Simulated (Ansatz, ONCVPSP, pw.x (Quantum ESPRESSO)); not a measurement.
germanium (diamond): variants of one ONCV potential in the solid

| Quantity | Value |
| --- | --- |
| Element | germanium |
| Generator | ONCVPSP 4.0.1.1 (patched build) |
| Type | optimised norm-conserving Vanderbilt (ONCV) |
| Functional | LDA (Perdew-Wang 92) |
| Relativity | scalar-relativistic |
| Frozen core | [Ar] 3d10 |
| Valence charge | 4 |
| Reference configuration | 4s2 4p2 |
| Partial waves | 4s: rc 1.75 bohr, ncon 4, nbas 8, qcut 3.5 1/bohr, 1 projector; 4p: rc 2.15 bohr, ncon 4, nbas 9, qcut 4.3 1/bohr, 2 projectors, debl 2.6 Ha; d scattering state at 0.14 Ha: rc 2.30 bohr, ncon 4, nbas 8, qcut 4.9 1/bohr, 1 projector |
| Local potential | polynomial inside 1.40 bohr (lpopt 3, dvloc0 0 Ha) |
| Core correction | none |

Crystal test: diamond Ge in pw.x 7.5, no spin, 8³ k-points, Fermi–Dirac smearing 0.01 Ry, cutoffs set for each file from its atomic test. The reference is all-electron LAPW (Ansatz 0.2.0) with the same functional, mesh and smearing; V0 and B0 come from Birch–Murnaghan fits to the pressures at five volumes. Errors are pseudo minus all-electron; Δ is the rms difference of the E(V) curves that follow from these fits, minima aligned, over ±6 % about the mean V0. Mesh and smearing are coarse, so the numbers serve the comparison and aren't converged zero-temperature values; the lattice is a test structure that the element need not adopt.

All-electron: a0 = 5.625 Å (V0 = 22.24 Å³/atom), B0 = 69.8 GPa.

Base: This is a poor potential for the solid. The generator flags a localised state at positive energy (s at 31 eV).

| change | cutoffs (Ry) | pw.x | a0 (Å) | a0 error (%) | B0 error (%) | Δ (meV/atom) | mean pressure error (GPa) |
| --- | --- | --- | --- | --- | --- | --- | --- |
| base | 120/480 | converged | 5.567 | -1.02 | +5.4 | 10.6 | -2.13 |
| s: qcut 4 | 105/420 | converged | 5.567 | -1.02 | +5.5 | 10.5 | -2.12 |
| local potential polynomial inside 1.60 bohr (lpopt 3, dvloc0 3 Ha) | 120/480 | converged | 5.575 | -0.89 | +4.7 | 9.2 | -1.85 |
| s: qcut 2.1; p: qcut 2.6; d: qcut 3 | 135/540 | converged | 5.567 | -1.03 | +5.1 | 10.6 | -2.14 |
| s: rc 1.94 | 100/400 | converged | 5.565 | -1.06 | +5.4 | 10.9 | -2.20 |

**Question.** Give the row for: d: rc 3.3.

**Answer.** pw.x: converged; mean pressure error (GPa): -2.25; a0 (Å): 5.563; a0 error (%): -1.09; B0 error (%): +4.9; Δ (meV/atom): 11.3.
